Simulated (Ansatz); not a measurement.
**C₂H₅NO: one species, many methods**

Aim: compute C₂H₅NO with functionals from several rungs and with coupled cluster, and see how far each lands from CCSD(T) at the basis-set limit for the atomisation energy.

Method: functionals in def2-TZVPP, the program's frozen cores in correlated methods; program: Ansatz 0.2.0, Gaussian basis.

Levels to be run: LDA (SPW92), PBE-D4, revPBE-D4, BLYP-D4, r2SCAN-D4, B97M-V, PBE0-D4, B3LYP-D4, r2SCANh-D4, r2SCAN0-D4, HSE06-D4, BHLYP-D4, CAM-B3LYP-D4, LC-ωPBE, ωB97X-V, ωB97M-V, B2PLYP, PBE-QIDH; CCSD(T)/def2-SVP; CCSD(T)/def2-TZVPP; MP2/def2-QZVPP; extrapolation to the limit; RPA on PBE.

### 1 The relaxed structure

The geometry comes from an earlier relaxation with PBE0-D4 in a triple-zeta def2 set; it is a stationary point, not always the lowest conformer.

SMILES `COC=N`, 9 atoms, charge 0, spin multiplicity 1.

Atoms are counted from 1 here; the program's logs count them from 0.

Bond lengths: C1–O2 1.422 Å, C1–H5 1.088 Å, C1–H6 1.091 Å, C1–H7 1.091 Å, O2–C3 1.331 Å, C3–N4 1.261 Å, C3–H8 1.093 Å, N4–H9 1.014 Å. Angles: O2–C1–H5 105.8°, O2–C1–H6 110.6°, O2–C1–H7 110.6°, H5–C1–H6 110.7°, H5–C1–H7 110.7°, H6–C1–H7 108.4°, C1–O2–C3 115.7°, O2–C3–N4 123.4°, O2–C3–H8 109.6°, N4–C3–H8 127.0°, C3–N4–H9 110.5°.

### 2 LDA

This LDA is Slater exchange with PW92 correlation.

in.yaml reads:

```yaml
crystal:
  periodic: [false, false, false]
  atoms:
    - {symbol: C, position_ang: [0.218197, 0.895211, -0.902799]}
    - {symbol: O, position_ang: [0.065396, -0.515332, -0.809160]}
    - {symbol: C, position_ang: [-0.143453, -0.992629, 0.415714]}
    - {symbol: N, position_ang: [-0.206181, -0.264319, 1.442781]}
    - {symbol: H, position_ang: [0.377702, 1.106673, -1.958026]}
    - {symbol: H, position_ang: [-0.676353, 1.403419, -0.538340]}
    - {symbol: H, position_ang: [1.070954, 1.229393, -0.309113]}
    - {symbol: H, position_ang: [-0.246264, -2.079780, 0.372694]}
    - {symbol: H, position_ang: [-0.371396, -0.828939, 2.269148]}
basis:
  gaussian: {orbitals: def2-TZVPP}
hamiltonian: {xc: lda}
output: {orbitals: {seedname: orbitals}}
```

The run is started by

```console
> ansatz run in.yaml --threads 2 --pin off --events-out ev --progress --plain --max-ram 4352MiB
```

Further steps of the session: PBE-D4 (GGA); revPBE-D4 (GGA); BLYP-D4 (GGA); r2SCAN-D4 (meta-GGA); B97M-V (meta-GGA); B3LYP-D4 (hybrid); r2SCANh-D4 (hybrid); r2SCAN0-D4 (hybrid); HSE06-D4 (hybrid); BHLYP-D4 (hybrid); CAM-B3LYP-D4 (range-separated); LC-ωPBE (range-separated); ωB97X-V (range-separated); ωB97M-V (range-separated); B2PLYP (double hybrid); PBE-QIDH (double hybrid); CCSD(T) in def2-SVP; CCSD(T) in def2-TZVPP; MP2 in def2-QZVPP; RPA on PBE orbitals.

Q: Predict the results of all the runs planned. Wanted: atomisation energy, CCSD(T)/CBS; farthest beyond LDA; mean size of error, GGA; mean size of error, meta-GGA; mean size of error, hybrid; mean size of error, range-separated; mean size of error, double hybrid; gap, smallest and largest; T1 diagnostic.

The runs gave:

```
                               quantity                                      value
        atomisation energy, CCSD(T)/CBS                              3516.4 kJ/mol
 functionals within 17.6 kJ/mol (0.5 %)        r2SCAN-D4, B97M-V, LC-ωPBE, ωB97X-V
                    farthest beyond LDA                   BHLYP-D4 (-129.5 kJ/mol)
                mean size of error, GGA                                62.9 kJ/mol
           mean size of error, meta-GGA                                 6.4 kJ/mol
             mean size of error, hybrid                                48.0 kJ/mol
    mean size of error, range-separated                                16.8 kJ/mol
      mean size of error, double hybrid                                25.9 kJ/mol
              gap, smallest and largest  5.83 eV (LDA (SPW92)), 13.70 eV (LC-ωPBE)
                          T1 diagnostic                                     0.0135
triples share of the correlation energy                                      4.0 %
```

What this shows: The LDA atomisation energy is off by 593.3 kJ/mol (17 %): it overbinds. PBE-D4 is off by +124.5 kJ/mol. Double hybrids carry the basis error of their MP2 part in triple zeta, and no dispersion term here, so their miss is partly the set-up's. The rungs meta-GGA, range-separated miss on average by less than the doubt on the reference (17.6 kJ/mol), so they tie. The reference freezes the cores and leaves out relativity and excitations past (T), so misses under about 17.6 kJ/mol can't be ranked. Hartree-Fock recovers 69 % of the binding; the rest is correlation. CCSD(T) in def2-SVP is off by -187.4 kJ/mol, worse than the median functional, from the basis alone. The gap grows from 5.8 to 13.7 eV across the functionals, mostly with the share of exact exchange.
